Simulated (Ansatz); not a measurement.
System: fcc Pt. Method: HSE06 (Ansatz, a program for electronic structure, plane waves, PAW).

Settings: plane-wave cutoff 500 eV, 12×12×12 k mesh, Fermi–Dirac smearing 0.1 eV, scalar-relativistic PAW data made under PBE.

Computed at the level's own relaxed cell.

Q: Predict the equilibrium volume per atom and equilibrium lattice constant a.

A: 
- equilibrium volume per atom = 15.15 Å³/atom
- equilibrium lattice constant a = 3.928 Å

Measured, for comparison: equilibrium volume per atom 14.98 Å³/atom, lattice constant a 3.913 Å (static lattice: zero-point anharmonic expansion removed; as tabulated in Mejia-Rodriguez and Trickey (2018), arXiv:1807.09216). Computed (rounded) less measured: equilibrium volume per atom +1.1 %, lattice constant a +0.4 %.

Note: exact exchange on metals is sensitive to the k mesh and can open a false gap; the run warned that the count of filled bands differs between k points.

Spin–orbit coupling is not included.

Computed values are for the static lattice.

The result took around 7 core-minutes (rough).
